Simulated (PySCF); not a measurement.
Two structures of BH2OF, closed shell, reached by relaxing down either side of one saddle point (PBE0-D4/def2-TZVP). Energies are electronic, without zero-point energy. Program: PySCF 2.14 with density fitting (its default auxiliary sets; JK sets also for MP2 and CCSD(T)). Basis: def2-TZVPP and def2-QZVPP. Cores are frozen in the correlated methods. Extrapolation: Hartree–Fock as exp(−7.88 √X), correlation as X^−2.97. First:

```
5
angstrom
B -0.3664 -0.0078 0.2067
F -0.9193 -0.5587 -0.8727
O 0.9439 0.2930 0.2184
H 1.3952 0.0706 -0.6027
H -1.0404 0.2175 1.1633
```

Second:

```xyz
5
angstrom
B -0.6208 0.2721 1.1979
F 1.0920 -0.6907 -2.1224
O -0.0130 -0.0031 0.2025
H 0.7137 -0.4471 -1.3049
H -1.2131 0.5418 2.1723
```

**Question.** Which bonds change from the first to the second?

**Answer.** BH₂OF ([OH][BH][F]) → BHO ([BH][O]) + HF; bonds formed: F2–H4; bonds broken: B1–F2, O3–H4.

**Question.** Give the saddle point's structure and its height above each. (Judge from chemistry; the value comes from the calculation.)

**Answer.** Computed: 248.6 kJ/mol above the first and 87.3 kJ/mol above the second (CCSD(T) at an estimated basis limit (MP2 extrapolated from triple and quadruple zeta, plus CCSD(T) − MP2 in triple zeta)).
```
5
angstrom
B -0.2029 0.1411 0.4779
F -0.2609 -0.4955 -1.1160
O 1.0207 0.4064 0.4494
H 0.7081 -0.1524 -0.7986
H -1.2649 0.1004 0.9873
```

The T1 diagnostic stays at or below 0.018.

Labels in which every atom is bracketed show which atoms are joined, not bond orders.

For scale, one of the runs: CCSD(T)/def2-TZVPP, 121 basis functions, launched by `OMP_NUM_THREADS=4 python run.py`. Hardware: 4 CPU threads of an Arm Neoverse V2, shared host. Wall time 33 s; peak host memory 0.61 GiB.
